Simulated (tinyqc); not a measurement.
Inside a calculation. Method: ROHF in the sto-3g basis, for NH3+, spin multiplicity 2. One step of it, computed by the program tinyqc.

Task: Iteration 1: Roothaan effective Fock matrix. With projectors Pc = D(beta) S, Po = (D(alpha) - D(beta)) S, Pv = 1 - D(alpha) S, the block xy is Px^T F Py; with Fc = (F(alpha) + F(beta))/2, the blocks are Fc for cc, oo, vv and cv, F(beta) for co and F(alpha) for ov.

F(alpha) (hartree), lower triangle:
```
             1N 1s      1N 2s     1N 2px     1N 2py     1N 2pz      2H 1s      3H 1s      4H 1s
1N 1s   -16.828338
1N 2s    -4.194693  -2.782845
1N 2px   -0.000009  -0.000099  -0.952239
1N 2py    0.000000   0.000000   0.000000  -0.952437
1N 2pz    0.009772   0.106052   0.000030   0.000000  -0.828840
2H 1s    -0.870011  -1.122277  -0.571339   0.000000   0.213698  -0.911184
3H 1s    -0.870036  -1.122261   0.285341  -0.494955   0.213689  -0.396834  -0.911162
4H 1s    -0.870036  -1.122261   0.285341   0.494955   0.213689  -0.396834  -0.396486  -0.911162
```

F(beta) (hartree), lower triangle:
```
             1N 1s      1N 2s     1N 2px     1N 2py     1N 2pz      2H 1s      3H 1s      4H 1s
1N 1s   -15.971896
1N 2s    -4.050325  -2.541093
1N 2px   -0.000008  -0.000088  -0.812020
1N 2py    0.000000   0.000000   0.000000  -0.812197
1N 2pz    0.008457   0.094158   0.000027   0.000000  -0.701902
2H 1s    -0.837396  -1.011684  -0.508513   0.000000   0.189599  -0.783229
3H 1s    -0.837421  -1.011671   0.253965  -0.440528   0.189591  -0.354135  -0.783210
4H 1s    -0.837421  -1.011671   0.253965   0.440528   0.189591  -0.354135  -0.353826  -0.783210
```

D(alpha) at the start, lower triangle:
```
            1N 1s      1N 2s     1N 2px     1N 2py     1N 2pz     2H 1s     3H 1s     4H 1s
1N 1s    1.063552
1N 2s   -0.238222   1.028112
1N 2px   0.000004  -0.000016   0.462834
1N 2py   0.000000   0.000000   0.000000   0.462792
1N 2pz  -0.004142   0.016882   0.000006   0.000000   0.490129
2H 1s   -0.007155   0.022637   0.030371   0.000000  -0.003990  0.482675
3H 1s   -0.007156   0.022644  -0.015183   0.026309  -0.003992  0.025863  0.482676
4H 1s   -0.007156   0.022644  -0.015183  -0.026309  -0.003992  0.025863  0.025828  0.482676
```

D(beta) at the start, lower triangle:
```
            1N 1s      1N 2s     1N 2px     1N 2py     1N 2pz     2H 1s     3H 1s     4H 1s
1N 1s    0.850842
1N 2s   -0.190578   0.822490
1N 2px   0.000003  -0.000013   0.370267
1N 2py   0.000000   0.000000   0.000000   0.370234
1N 2pz  -0.003313   0.013505   0.000005   0.000000   0.392103
2H 1s   -0.005724   0.018109   0.024297   0.000000  -0.003192  0.386140
3H 1s   -0.005725   0.018115  -0.012147   0.021047  -0.003194  0.020691  0.386141
4H 1s   -0.005725   0.018115  -0.012147  -0.021047  -0.003194  0.020691  0.020663  0.386141
```

overlap S, lower triangle:
```
           1N 1s     1N 2s     1N 2px     1N 2py     1N 2pz     2H 1s     3H 1s     4H 1s
1N 1s   1.000000
1N 2s   0.235038  1.000000
1N 2px  0.000000  0.000000   1.000000
1N 2py  0.000000  0.000000   0.000000   1.000000
1N 2pz  0.000000  0.000000   0.000000   0.000000   1.000000
2H 1s   0.047382  0.441262   0.387890   0.000000  -0.125592  1.000000
3H 1s   0.047384  0.441271  -0.193765   0.336032  -0.125595  0.160763  1.000000
4H 1s   0.047384  0.441271  -0.193765  -0.336032  -0.125595  0.160763  0.160552  1.000000
```

Give: effective F.

Result:

effective F (hartree), lower triangle:
```
           1N 1s    1N 2s   1N 2px   1N 2py   1N 2pz    2H 1s    3H 1s    4H 1s
1N 1s   -16.2583
1N 2s    -4.0879  -2.5634
1N 2px    0.0000  -0.0001  -0.8791
1N 2py    0.0000   0.0000   0.0000  -0.8793
1N 2pz    0.0067   0.0888   0.0000   0.0000  -0.7650
2H 1s    -0.8446  -1.0062  -0.5368   0.0000   0.1945  -0.8070
3H 1s    -0.8447  -1.0062   0.2681  -0.4650   0.1945  -0.3383  -0.8070
4H 1s    -0.8447  -1.0062   0.2681   0.4650   0.1945  -0.3383  -0.3380  -0.8070
```
